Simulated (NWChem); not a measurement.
**Spin states of F**

SMILES: [F]
```xyz
1

F      0.0000     0.0000     0.0000
```
Charge 0, spin multiplicity 2.

The numbers come from NWChem runs, not from measurements.

Basis set: def2-TZVP. The gap is E(quartet) − E(doublet), so a negative value puts the higher spin lower. Open shells are unrestricted. The quartet is the single determinant that the SCF runs reached, with unpaired electrons in orbitals of symmetry ag and b2u and b3u (D2h labels); it need not be the lowest quartet, which in molecules with degenerate π orbitals can need several determinants. Where the lowest doublet needs several determinants, the single determinant used here isn't a pure state and places it wrongly.

The correlated methods keep 1 core orbital frozen. B3LYP has NWChem's definition, with VWN1-RPA local correlation. The stability of the SCF solutions was not checked.

For the vertical doublet-quartet gap, B3LYP gives 492.2 kcal/mol and PBE gives 489.6 kcal/mol. What do B2PLYP, LC-wPBE (omega 0.3 per bohr), CAM-B3LYP give?

B2PLYP: 493.1 kcal/mol; LC-wPBE (omega 0.3 per bohr): 494.2 kcal/mol; CAM-B3LYP: 494.0 kcal/mol.
